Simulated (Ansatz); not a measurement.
## Al13Cu11: short dynamics, then relaxation

A packing of 24 atoms, thrown in at random and pushed apart as soft spheres with like charges further apart (13 Al, 11 Cu) went through Langevin stages in a fixed cell of 14.73 Å³/atom, at one k point, without spin and with a Fermi–Dirac width of kT (0.05 eV at least). Computed with Ansatz 0.2.0, DFT PBE, scalar-relativistic, plane waves, PAW.

```
thermostat (K) duration (fs) friction (1/fs) cutoff (eV) mean T (K) mean P (GPa) mean square displacement (Å²)
          1640             72            0.030          320        1664           9.9                           0.18
          1640            423            0.030          420        1732           9.0                           0.94
          1180            330            0.030          420        1208           6.2                           0.43
           650            378            0.030          420         709           3.5                           0.23
           300            435            0.030          420         290           1.0                           0.10
```

Means run over the second half of a stage; pressure includes the kinetic part; displacements count from the stage's start, the atoms' common shift taken off. In so short a run the atoms moved about a bond length or less in the hot stages, so this is an annealed packing, not a quenched equilibrium liquid.

Cell and atoms were then relaxed on coarser meshes and computed once more: Cutoff 420 eV; k points 5×5×6 on the computed 24-atom cell (Γ-centred); Gaussian smearing, width 0.10 eV; no spin polarisation.

Problem. What structure is left?

Solution. One draw of many: 14.33 Å³/atom with no gap on the mesh, 0.10 eV/atom below the elements' standard states (static lattices, no corrections for gases) (a random packing after short dynamics, relaxed).

Counting as bonded all pairs within 1.3 times the summed covalent radii:

```json
{"atom → neighbour": "Al → Al", "mean count": "5.23", "mean length (Å)": "2.85", "spread (Å)": "0.12"}
{"atom → neighbour": "Al → Cu", "mean count": "6.23", "mean length (Å)": "2.65", "spread (Å)": "0.15"}
{"atom → neighbour": "Cu → Al", "mean count": "7.36", "mean length (Å)": "2.65", "spread (Å)": "0.15"}
{"atom → neighbour": "Cu → Cu", "mean count": "4.73", "mean length (Å)": "2.82", "spread (Å)": "0.30"}
```

Angles between all pairs of such bonds at an atom (mean ± spread): 97 ± 34° at Al, 96 ± 34° at Cu.

```xyz
24
Lattice="7.8300 -0.2303 -0.6423 -0.2055 7.0215 0.5706 -0.6931 0.5841 6.3625" Properties=species:S:1:pos:R:3 pbc="T T T"
Al    0.0136    5.0700    5.9350
Al    4.3276    3.2833    1.2799
Al    3.6843    7.3251    5.8670
Al    4.2546    6.4040    3.3048
Al    0.1239    2.2444    3.7013
Al    4.2434    2.9344    5.2265
Al    1.6337    2.2886    6.0923
Al    6.0296    4.0984    3.3100
Al    6.1379    1.0092    0.9643
Al    0.8381    5.1559    3.2926
Al    2.8693    1.6253    3.0555
Al    6.7186    7.1968    5.9616
Al    2.4560    5.8707    1.3137
Cu    6.8163    6.5329    3.4541
Cu    2.5432    4.9440    5.5829
Cu    1.2336    7.1853    5.1855
Cu    0.9744    0.6218    1.7629
Cu    3.2169    4.1594    3.3238
Cu    5.4136    1.6111    3.3486
Cu    6.8226    2.6389    5.3590
Cu    6.9592    3.4778    1.0442
Cu    5.1873    5.2615    5.3877
Cu    1.6023    3.2643    1.6137
Cu    5.5688    5.5760    1.3183
```

The final mesh leaves forces up to 0.12 eV/Å and stresses up to 1.7 GPa: the relaxation ran on a coarser mesh, so the cell's shape, its bonds and its energy belong partly to that mesh.

Cost: 6 runs of about 51 core-minutes in all (earlier runs that led there not counted), on Intel Xeon 6975P-C (Granite Rapids) (shared hosts).